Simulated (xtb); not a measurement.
xtb input:

```bash
xtb mol.xyz --gfn 2 --ohess tight --chrg -1 --uhf 0
```
mol.xyz:
```
5

C      0.00768156     0.20506484    -0.63850999
C      0.03859655     0.21686019     0.79494191
N     -0.00238899     0.18061986     1.99573486
H      0.85368594    -0.31860423    -1.07202335
H     -0.92587997    -0.27445844    -1.05334553
```

### Question
What final total energy does it print?

### Answer
-8.32206 Eh (GFN2-xTB).

It need not be the lowest isomer of its formula. Whether it binds its extra electron was not tested at this geometry.
